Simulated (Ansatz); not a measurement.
Ansatz (a program for electronic structure) input (B3LYP/6-31G*):

Ansatz 0.2 input:
```yaml
crystal:
  periodic: [false, false, false]
  atoms:
    - {symbol: P, position_ang: [-0.00000000, -0.00000000, -0.95221404]}
    - {symbol: P, position_ang: [0.00000000, 0.00000000, 0.95221404]}
basis:
  gaussian:
    orbitals: 6-31G*
hamiltonian:
  xc: {name: B3LYP}
phonons: {temperatures: {t_min: 298.15, t_max: 298.15, t_step: 100}}
```

Output:

```
Functional definition: B3LYP
integrals: 0.01 GiB planned
341 factors; integrals over basis functions are off by at most 2.2e-4 eV
mean field: 0.08 GiB planned
mean field evaluation 1: about -18576.4293 eV, gradient 1.2e1 eV
mean field evaluation 2: about -18576.6191 eV, gradient 9.2e0 eV
mean field evaluation 4: about -18576.9097 eV, gradient 1.7e-1 eV
mean field evaluation 8: about -18576.9124 eV, gradient 6.1e-4 eV
mean field -18576.91239311 eV, -682.6889385634 hartree, gradient 2.2e-6 eV, S^2 0.000000; 0 other end points of the search recorded, 0 dependent functions left out
the calculation of the forces begins
reference -18576.91255484 eV, -682.6889445067 hartree; 15, 15 occupied and 23, 23 virtual orbitals, 341 factors
these checks for a lower state are left out or cut short: stability, starts, cluster_reference, orbital_swaps, neighbouring_geometries, increment
integrals: 0.01 GiB planned
341 factors; integrals over basis functions are off by at most 2.2e-4 eV
mean field: 0.08 GiB planned
mean field evaluation 16: about -18576.9124 eV, gradient 5.6e-2 eV
mean field -18576.91239311 eV, -682.6889385634 hartree, gradient 4.6e-7 eV, S^2 0.000000; 0 other end points of the search recorded, 0 dependent functions left out
the calculation of the forces begins
reference -18576.91255484 eV, -682.6889445066 hartree; 15, 15 occupied and 23, 23 virtual orbitals, 341 factors
these checks for a lower state are left out or cut short: stability, starts, cluster_reference, orbital_swaps, neighbouring_geometries, increment
integrals: 0.01 GiB planned
341 factors; integrals over basis functions are off by at most 2.2e-4 eV
mean field: 0.08 GiB planned
mean field -18576.91239311 eV, -682.6889385634 hartree, gradient 4.6e-7 eV, S^2 0.000000; 0 other end points of the search recorded, 0 dependent functions left out
the calculation of the forces begins
reference -18576.91255484 eV, -682.6889445066 hartree; 15, 15 occupied and 23, 23 virtual orbitals, 341 factors
these checks for a lower state are left out or cut short: stability, starts, cluster_reference, orbital_swaps, neighbouring_geometries, increment
integrals: 0.01 GiB planned
341 factors; integrals over basis functions are off by at most 2.2e-4 eV
mean field: 0.08 GiB planned
mean field evaluation 32: about -18576.9124 eV, gradient 3.2e-5 eV
mean field -18576.91239311 eV, -682.6889385634 hartree, gradient 4.6e-7 eV, S^2 0.000000; 0 other end points of the search recorded, 0 dependent functions left out
the calculation of the forces begins
reference -18576.91255484 eV, -682.6889445066 hartree; 15, 15 occupied and 23, 23 virtual orbitals, 341 factors
these checks for a lower state are left out or cut short: stability, starts, cluster_reference, orbital_swaps, neighbouring_geometries, increment
integrals: 0.01 GiB planned
341 factors; integrals over basis functions are off by at most 2.2e-4 eV
mean field: 0.08 GiB planned
mean field -18576.91239311 eV, -682.6889385634 hartree, gradient 4.6e-7 eV, S^2 0.000000; 0 other end points of the search recorded, 0 dependent functions left out
the calculation of the forces begins
reference -18576.91255484 eV, -682.6889445066 hartree; 15, 15 occupied and 23, 23 virtual orbitals, 341 factors
these checks for a lower state are left out or cut short: stability, starts, cluster_reference, orbital_swaps, neighbouring_geometries, increment
integrals: 0.01 GiB planned
341 factors; integrals over basis functions are off by at most 2.2e-4 eV
mean field: 0.08 GiB planned
mean field -18576.91227970 eV, -682.6889343955 hartree, gradient 2.1e-6 eV, S^2 0.000000; 0 other end points of the search recorded, 0 dependent functions left out
the calculation of the forces begins
reference -18576.91244135 eV, -682.6889403359 hartree; 15, 15 occupied and 23, 23 virtual orbitals, 341 factors
these checks for a lower state are left out or cut short: stability, starts, cluster_reference, orbital_swaps, neighbouring_geometries, increment
integrals: 0.01 GiB planned
341 factors; integrals over basis functions are off by at most 2.1e-4 eV
mean field: 0.08 GiB planned
mean field -18576.91228027 eV, -682.6889344165 hartree, gradient 2.2e-6 eV, S^2 0.000000; 0 other end points of the search recorded, 0 dependent functions left out
the calculation of the forces begins
reference -18576.91244207 eV, -682.6889403627 hartree; 15, 15 occupied and 23, 23 virtual orbitals, 341 factors
Total energy: -18576.91255484 eV, -682.6889445067 hartree
Atom 0 at    -0.000000    -0.000000    -0.952214 Å, force    -0.000000     0.000000     0.000060 eV/Å
Atom 1 at     0.000000     0.000000     0.952214 Å, force     0.000000    -0.000000    -0.000060 eV/Å
Dipole moment:    -0.000000     0.000000    -0.000000 e Å
Vibrations: 797.28 cm⁻¹, zero-point energy 0.049425 eV
```

The blocks after the first are displaced geometries, from whose forces the wavenumbers follow.
